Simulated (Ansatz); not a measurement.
Ansatz (a first-principles code) input:

Ansatz 0.2 input:
```yaml
crystal:
  periodic: [false, false, false]
  atoms:
    - {symbol: F, position_ang: [-0.00000000, -0.00000000, -0.10164744]}
    - {symbol: H, position_ang: [0.00000000, 0.00000000, 0.91482694]}
basis:
  gaussian:
    orbitals: aug-cc-pVDZ
total_charge: 1
magnetization: {spin_polarized: true, initial_magnetization: 1}
correlation: {method: ccsd_t, electrons: outside_noble_gas}
output: {forces: true}
```

**Question.** What final total energy does it print?

**Answer.** -99.67977 Eh (CCSD(T)/aug-cc-pVDZ). The basis has 32 functions.
